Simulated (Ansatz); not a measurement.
All numbers were calculated with Ansatz.

`CC(=N)CF`. Charge 0, multiplicity 1. Geometry: relaxed with PBE0-D4/def2-TZVP. It is one conformer, not always the lowest.

```xyz
11

C     0.718   -0.814   -0.911
C    -0.344    0.019   -0.268
N    -1.447    0.230   -0.846
C     0.014    0.565    1.089
F    -1.009    1.318    1.613
H     0.368   -1.164   -1.880
H     0.971   -1.676   -0.286
H     1.637   -0.236   -1.049
H    -2.043    0.817   -0.260
H     0.907    1.196    1.018
H     0.228   -0.257    1.781
```

(1) What is the dipole moment at PBE/def2-TZVPP? (An estimate is asked.)

(2) And with r2SCAN, B3LYP, ωB97M-V? (Best estimate.)

(3) Give the Mulliken charges with PBE, B3LYP, r2SCAN in def2-TZVPP. (Estimate.)

## Answers

(1) The calculation gave: 2.65 D, with components (2.37, -0.56, 1.04) D in this frame, pointing from negative to positive charge.

(2) The calculation gave: r2SCAN 2.76 D, B3LYP 2.77 D, ωB97M-V 2.77 D.

(3) The calculation gave: 
| atom | PBE | B3LYP | r2SCAN |
| --- | --- | --- | --- |
| C1 | -0.20 | -0.21 | -0.13 |
| C2 | -0.05 | -0.01 | 0.05 |
| N3 | -0.20 | -0.23 | -0.29 |
| C4 | 0.09 | 0.11 | 0.18 |
| F5 | -0.20 | -0.24 | -0.24 |
| H6 | 0.10 | 0.11 | 0.08 |
| H7 | 0.09 | 0.09 | 0.05 |
| H8 | 0.09 | 0.09 | 0.05 |
| H9 | 0.15 | 0.15 | 0.16 |
| H10 | 0.07 | 0.08 | 0.04 |
| H11 | 0.07 | 0.08 | 0.04 |

B3LYP here is the variant with VWN-RPA as its local correlation; programs differ in this.
